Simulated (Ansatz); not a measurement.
System: fluorite CdF₂. Method: PBE (Ansatz, a program for electronic structure, plane waves, PAW).

Run with plane-wave cutoff 520 eV, 8×8×8 k mesh, perturbation theory, force constants from a 4×4×4 q mesh, scalar-relativistic PAW data made under PBE.

Computed at the level's own relaxed cell.

```cif
data_CdF2
_chemical_formula_sum 'Cd1 F2'
_space_group_name_H-M_alt 'P 1'
_space_group_IT_number 1
_cell_length_a 3.87586
_cell_length_b 3.87586
_cell_length_c 3.87586
_cell_angle_alpha 60.000
_cell_angle_beta 60.000
_cell_angle_gamma 60.000
loop_
_space_group_symop_operation_xyz
  'x, y, z'
loop_
_atom_site_label
_atom_site_type_symbol
_atom_site_fract_x
_atom_site_fract_y
_atom_site_fract_z
_atom_site_occupancy
Cd1 Cd 0.00000 0.00000 0.00000 1
F1 F 0.25000 0.25000 0.25000 1
F2 F 0.75000 0.75000 0.75000 1
```

Harmonic phonon frequencies (cm⁻¹; i marks an imaginary mode; at Γ without the LO shift):

```tsv
q point	frequencies
Γ	0 0 0 193 193 193 285 285 285
```
